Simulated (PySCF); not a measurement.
Species: phosphorus tetramer, P₄.
Bonds: P1–P2, P2–P3, P3–P4, P1–P3, P1–P4, P2–P4.

All values: wB97X-D/pcSseg-2 (PySCF, non-relativistic), on one gas-phase PBE0-D3(BJ)/def2-TZVP geometry that isn't relaxed in the solvent. The solvent is an IEF-PCM continuum (cavity from Bondi-type radii × 1.2). The model holds no explicit solvent molecules, cavitation or dispersion.

Gas phase at wB97X-D/pcSseg-2: HOMO -9.42 eV, LUMO 0.87 eV, dipole 0.00 D.

Q: What does the continuum do to the energy, the frontier levels and the dipole at wB97X-D/pcSseg-2 in chloroform?

A: 
```
   solvent      ε  E(solvent) − E(gas) (kJ/mol)  polarisation term (kJ/mol)  distortion of the solute (kJ/mol)  HOMO (eV)  LUMO (eV)  dipole (D)
chloroform  4.711                         -1.29                       -1.35                               0.06      -9.27       1.00        0.00
```

The polarisation term is half the interaction of the solute with the surface charges that it induces; the rest is the cost of distorting the solute's density. The sum is the electrostatic part of solvation alone.

The run took 22 s wall on one thread, Arm Neoverse N1 (aarch64), no GPU, shared host, and the process peaked at 0.76 GiB of memory. This is the whole shielding run at wB97X-D/pcSseg-2 in chloroform, SCF included.

Note: wB97X-D ran without an empirical dispersion term, which enters the total energy and its gradient alone.
